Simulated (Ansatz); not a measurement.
The first iterations of a band of H$_{5}$NOSi (8 atoms, charge 0, multiplicity 1).

These are results of Ansatz, RKS PBE/6-31G*, not measurements.

```json
{"movable images": "4", "climbing image": "no", "spring": "5.0 eV/Å²", "optimiser": "quadratic models (default)", "start path": "through a guess of the saddle point", "force threshold": "0.05 eV/Å", "iteration limit": "60", "end points": "relaxed"}
```

Initial state:

```xyz
8
Properties=species:S:1:pos:R:3
Si 0.303 -0.150 0.061
O 0.392 -0.083 1.743
H -0.450 0.153 2.176
H 1.732 -0.334 -0.326
H -0.307 1.112 -0.483
N -0.625 -1.412 -0.686
H -0.377 -2.391 -0.541
H -1.631 -1.306 -0.810
```

Final state:

```xyz
8
Properties=species:S:1:pos:R:3
Si 0.236 0.131 -0.838
O 0.797 0.068 1.271
H 0.218 -0.753 1.253
H 1.718 -0.272 1.280
H -0.846 1.156 -0.449
N -0.766 -1.305 -0.366
H -1.775 -1.233 -0.216
H -0.544 -2.202 -0.802
```

| iteration | highest image above the first end (eV) | largest band force component (eV/Å) |
| --- | --- | --- |
| 1 | 5.154 | 21.413 |
| 2 | 3.679 | 1.749 |
| 3 | 3.324 | 1.812 |
| 4 | 3.011 | 0.964 |
| 5 | 2.692 | 0.896 |
| 6 | 2.316 | 0.696 |
| 7 | 2.277 | 0.405 |
| 8 | 2.240 | 0.441 |
| 9 | 2.215 | 0.409 |
| 10 | 2.195 | 0.373 |
| 11 | 2.194 | 0.365 |
| 12 | 2.197 | 0.217 |
| 13 | 2.209 | 0.255 |
| 14 | 2.202 | 0.201 |
| 15 | 2.208 | 0.213 |
| 16 | 2.193 | 0.150 |
| 17 | 2.194 | 0.179 |
| 18 | 2.189 | 0.056 |

Does the band converge within its limit, and where does its top end?

The run converged. It ended after 55 iterations with the highest image 2.185 eV above the first end. The profile has 2 maxima (images 2, 4) with wells between them (image 3): this band takes more than one step, which may be the mechanism or a detour left from its start path. Neighbouring images differ by up to 2.1 eV, so the band resolves the path poorly. No image climbed, so the highest image needn't sit at the top of the path. The orbitals stay closed-shell, which can raise the energy where a bond breaks towards radicals; this wasn't checked here.

Time of the run: 3.7 min on 1 thread of Intel(R) Xeon(R) Platinum 8488C (Sapphire Rapids), with other jobs on the host, peak memory 0.12 GiB.
